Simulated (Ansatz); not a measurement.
B20 (FeSi-type) FeSi, treated with PBEsol-D3(BJ) in Ansatz (PAW).

Settings: plane-wave cutoff 520 eV, 8×8×8 k mesh, Fermi–Dirac smearing 0.01 eV, no spin polarisation, scalar-relativistic PAW data made under PBE.

Energies at three volumes about the minimum:

```csv
V (Å³/atom),E − E_lowest (meV/atom)
10.182,3.46
10.390,0.00
10.598,3.21
```

### Question
Fit a parabola by hand: where is the minimum, what lattice constant follows, and what is the bulk modulus?

### Answer
Slopes: (0.00 − 3.46)/(10.390 − 10.182) = -16.635 and (3.21 − 0.00)/(10.598 − 10.390) = 15.433 meV/Å³. Curvature E″ = 2 × (15.433 − (-16.635))/(10.598 − 10.182) = 154.173 meV/Å⁶. From the middle of the first interval, the slope vanishes at V0 = 10.2860 − (-16.635)/154.173 = 10.394 Å³/atom. B = V0 E″ = 10.394 × 154.173 meV/Å³ × 0.1602 GPa per meV/Å³ = 257 GPa. With 8 atoms in the cube, a = (8 × 10.394)^(1/3) = 4.365 Å. The full Birch–Murnaghan fit to all volumes gives V0 = 10.390 Å³/atom and B0 = 257 GPa.

Shape and atoms are relaxed at each volume.

Measured, for comparison: bulk modulus 178 GPa (room temperature, no zero-point or thermal correction, our sources range from 169 to 185; as tabulated in Study of the compressibility of FeSi, MnSi, and CoS2 (JETP Letters), abstract); lattice constant a 4.483 Å (temperature not stated, no zero-point or thermal correction; as tabulated in Wikipedia's data pages). Computed (rounded) less measured: bulk modulus +44 % (+39 % to +52 % over the range).

Note: the bulk modulus comes from volumes at which shape and atoms were relaxed.

Ansatz is an electronic-structure program.
